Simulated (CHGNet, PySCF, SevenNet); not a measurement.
# How the lattice constant a of zinc-blende AlN (metastable phase) moves with the method

No measured value is used here.

```tsv
level (code)	value (Å)
CHGNet 0.3.0 (CHGNet)	4.399
CHGNet-r²SCAN (CHGNet)	4.367
SevenNet-0 (SevenNet)	4.400
PBE (PySCF)	___
Hartree–Fock (PySCF)	4.339 ± 0.02
MP2 (PySCF)	___
```

Problem. Fill in the missing entries.

Solution. 
- PBE (PySCF), value (Å): 4.386 ± 0.02
- MP2 (PySCF), value (Å): 4.364 ± 0.02

A ± on a computed value is a rough bar: the spread of its extrapolation, a floor set from checks against published values, or a statistical error.

Machine-learned potentials (CHGNet 0.3.0, CHGNet-r²SCAN, SevenNet-0) are trained on DFT data, which may include these solids.
